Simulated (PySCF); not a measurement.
Basis-set dependence of population analyses: PF2PH2

Species: PF2PH2, F2H2P2.
Structure used (PBE0-D3(BJ)/def2-SVP), in Å, numbered top down from 1:
```xyz
6
F2H2P2 angstrom
F     -1.350   -1.094   -1.024
P     -0.897    0.352   -0.466
F     -1.779    0.388    0.885
P      0.996   -0.352    0.501
H      1.373    0.994    0.812
H      1.681   -0.318   -0.755
```

PBE0 throughout (PySCF), one geometry, spherical d and f functions. The structure is a single PBE0-D3(BJ)/def2-SVP conformer in the gas phase; no vibrational or solvent corrections. Atoms taken as equivalent share a column and are averaged.

Mulliken charges (e):

| basis | functions | F1/F3 | P2 | P4 | H5/H6 |
| --- | --- | --- | --- | --- | --- |
| STO-3G | 30 | -0.221 | +0.478 | +0.132 | -0.084 |
| 6-31G | 48 | -0.429 | +0.911 | -0.069 | +0.008 |
| 6-31G* | 68 | -0.385 | +0.858 | -0.172 | +0.042 |
| def2-SVP | 74 | -0.350 | +0.709 | -0.055 | +0.023 |
| 6-311+G(2d,p) | 136 | -0.256 | +0.461 | -0.123 | +0.086 |
| def2-TZVP | 148 | -0.260 | +0.508 | -0.171 | +0.092 |

IAO charges (e):

```json
{"basis": "STO-3G", "functions": "30", "F1/F3": "-0.293", "P2": "+0.616", "P4": "+0.075", "H5/H6": "-0.052"}
{"basis": "6-31G", "functions": "48", "F1/F3": "-0.434", "P2": "+0.856", "P4": "-0.027", "H5/H6": "+0.019"}
{"basis": "6-31G*", "functions": "68", "F1/F3": "-0.471", "P2": "+0.966", "P4": "-0.009", "H5/H6": "-0.007"}
{"basis": "def2-SVP", "functions": "74", "F1/F3": "-0.470", "P2": "+0.959", "P4": "-0.013", "H5/H6": "-0.003"}
{"basis": "6-311+G(2d,p)", "functions": "136", "F1/F3": "-0.492", "P2": "+0.993", "P4": "-0.007", "H5/H6": "-0.001"}
{"basis": "def2-TZVP", "functions": "148", "F1/F3": "-0.496", "P2": "+1.010", "P4": "-0.014", "H5/H6": "-0.003"}
```

Hirshfeld charges (e):

```
        basis  functions   F1/F3      P2      P4   H5/H6
       STO-3G         30  -0.138  +0.306  +0.065  -0.048
        6-31G         48  -0.180  +0.332  +0.025  +0.001
       6-31G*         68  -0.149  +0.289  +0.010  -0.001
     def2-SVP         74  -0.157  +0.305  +0.027  -0.009
6-311+G(2d,p)        136  -0.163  +0.303  +0.035  -0.006
    def2-TZVP        148  -0.154  +0.291  +0.026  -0.005
```

ESP-fitted charges (e):

```json
{"basis": "STO-3G", "functions": "30", "F1/F3": "-0.045", "P2": "+0.115", "P4": "-0.161", "H5/H6": "+0.067"}
{"basis": "6-31G", "functions": "48", "F1/F3": "-0.144", "P2": "+0.255", "P4": "-0.290", "H5/H6": "+0.162"}
{"basis": "6-31G*", "functions": "68", "F1/F3": "-0.070", "P2": "+0.118", "P4": "-0.241", "H5/H6": "+0.132"}
{"basis": "def2-SVP", "functions": "74", "F1/F3": "-0.089", "P2": "+0.140", "P4": "-0.194", "H5/H6": "+0.117"}
{"basis": "6-311+G(2d,p)", "functions": "136", "F1/F3": "-0.086", "P2": "+0.105", "P4": "-0.136", "H5/H6": "+0.101"}
{"basis": "def2-TZVP", "functions": "148", "F1/F3": "-0.077", "P2": "+0.095", "P4": "-0.139", "H5/H6": "+0.099"}
```

Task: Which scheme is steadiest as the basis changes?

Result: Largest range over the bases for any column: Hirshfeld 0.05 e, ESP-fitted 0.16 e, IAO 0.39 e, Mulliken 0.45 e. Hirshfeld charges move least and Mulliken charges most, counted in e. Without the minimal STO-3G basis the ranges are Hirshfeld 0.04, ESP-fitted 0.16, IAO 0.15, Mulliken 0.45 e.

Task: How much do the charges still move between the two largest bases, 6-311+G(2d,p) and def2-TZVP?

Result: At most, over all atoms: Mulliken 0.048 e, IAO 0.018 e, Hirshfeld 0.012 e, ESP-fitted 0.011 e.

Task: What do the same runs give for the total energy, the frontier levels and the dipole moment?

Result: 
| basis | energy (Eh) | HOMO (eV) | LUMO (eV) | μ (D) |
| --- | --- | --- | --- | --- |
| STO-3G | -872.5428 | -3.17 | 4.83 | 1.10 |
| 6-31G | -882.9907 | -7.51 | -0.88 | 3.07 |
| 6-31G* | -883.1339 | -7.17 | -0.54 | 2.00 |
| def2-SVP | -882.8078 | -7.27 | -0.44 | 2.10 |
| 6-311+G(2d,p) | -883.2803 | -7.42 | -0.94 | 2.03 |
| def2-TZVP | -883.3136 | -7.31 | -0.76 | 1.88 |

The dipole is fixed by the density alone, so its range of 1.97 D shows that the density itself changes with the basis, not only its division among atoms.
